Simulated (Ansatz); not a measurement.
Conformers of C8H18 (`CCCCC(C)(C)C`), each relaxed with PBE0-D4/def2-TZVP in Ansatz. CBS adds the triple-zeta coupled-cluster correction to the MP2 limit.

Not all of them had a frequency check.

Conformer A:

Z-matrix (Å, degrees):
```
C
C 1 1.519
H 1 1.094 2 111.1
H 1 1.093 2 111.7 3 120.2
H 1 1.094 2 111.1 3 -119.6
C 2 1.521 1 113.0 3 59.8
H 2 1.096 1 109.7 3 -178.1
H 2 1.096 1 109.7 3 -62.2
C 6 1.520 2 112.5 1 -180.0
H 6 1.096 2 108.8 1 57.7
H 6 1.096 2 108.8 1 -57.6
C 9 1.535 6 117.0 2 179.9
H 9 1.098 6 108.7 2 -57.4
H 9 1.098 6 108.7 2 57.3
C 12 1.527 9 110.8 6 -61.0
C 12 1.527 9 110.8 6 60.8
C 12 1.527 9 107.9 6 179.9
H 15 1.094 12 110.6 9 -175.6
H 15 1.092 12 111.8 9 64.7
H 15 1.094 12 111.0 9 -56.0
H 16 1.092 12 111.8 9 -64.8
H 16 1.094 12 110.6 9 175.5
H 16 1.094 12 111.0 9 55.9
H 17 1.094 12 111.0 9 -60.0
H 17 1.094 12 111.0 9 179.9
H 17 1.094 12 111.0 9 59.9
```

Conformer B:

Cartesian coordinates in Å:
```
C -0.178 1.786 -2.950
C -0.685 0.792 -1.920
C 0.434 -0.030 -1.295
C -0.033 -1.029 -0.234
C 0.085 -0.593 1.236
C -0.622 0.736 1.487
C -0.565 -1.671 2.100
C 1.554 -0.467 1.634
H 0.512 2.504 -2.498
H -0.996 2.352 -3.402
H 0.360 1.279 -3.756
H -1.404 0.111 -2.388
H -1.238 1.323 -1.139
H 1.187 0.647 -0.875
H 0.948 -0.568 -2.099
H -1.079 -1.290 -0.433
H 0.531 -1.963 -0.336
H -0.165 1.550 0.919
H -0.566 1.003 2.546
H -1.679 0.681 1.212
H -0.089 -2.643 1.940
H -0.481 -1.427 3.162
H -1.628 -1.776 1.863
H 2.071 0.295 1.046
H 2.080 -1.415 1.492
H 1.645 -0.187 2.687
```

Conformer C:

```xyz
26

C    -0.957    0.213   -3.097
C    -1.311   -0.862   -2.081
C    -0.353   -0.941   -0.897
C    -0.371    0.301   -0.020
C     0.501    0.266    1.244
C     0.351    1.609    1.955
C     1.970    0.060    0.882
C     0.048   -0.843    2.190
H    -1.632    0.182   -3.956
H    -1.020    1.216   -2.669
H     0.062    0.077   -3.471
H    -2.329   -0.694   -1.710
H    -1.329   -1.834   -2.584
H     0.660   -1.118   -1.275
H    -0.615   -1.818   -0.297
H    -1.407    0.499    0.287
H    -0.061    1.169   -0.613
H     0.951    1.640    2.868
H    -0.691    1.793    2.231
H     0.677    2.432    1.311
H     2.313    0.828    0.182
H     2.598    0.118    1.776
H     2.141   -0.916    0.423
H     0.622   -0.812    3.121
H    -1.010   -0.733    2.446
H     0.188   -1.834    1.753
```

Problem. Which is lowest in electronic energy at CCSD(T)/CBS (frozen core, def2 sets), and by how much? (Best estimate.)

Solution. Ansatz gave: A; B lies 8.2 kJ/mol higher, C lies 2.7 kJ/mol higher.

Problem. Give the energies relative to A (kJ/mol) with PBE0-D4/def2-TZVPP, r2SCAN/def2-TZVPP, PBE0/def2-TZVPP, B3LYP/def2-TZVPP, MP2/def2-TZVPP, CCSD/def2-TZVPP, CCSD/CBS(def2). (Best estimate.)

Solution. The calculation gave: 
```
             level     B    C
PBE0-D4/def2-TZVPP   8.2  2.8
 r2SCAN/def2-TZVPP   9.1  3.5
   PBE0/def2-TZVPP   9.7  3.8
  B3LYP/def2-TZVPP  10.6  4.3
    MP2/def2-TZVPP   7.8  2.4
   CCSD/def2-TZVPP   8.5  2.9
    CCSD/CBS(def2)   8.9  3.1
```

B3LYP here is the variant with VWN-RPA as its local correlation; programs differ in this.
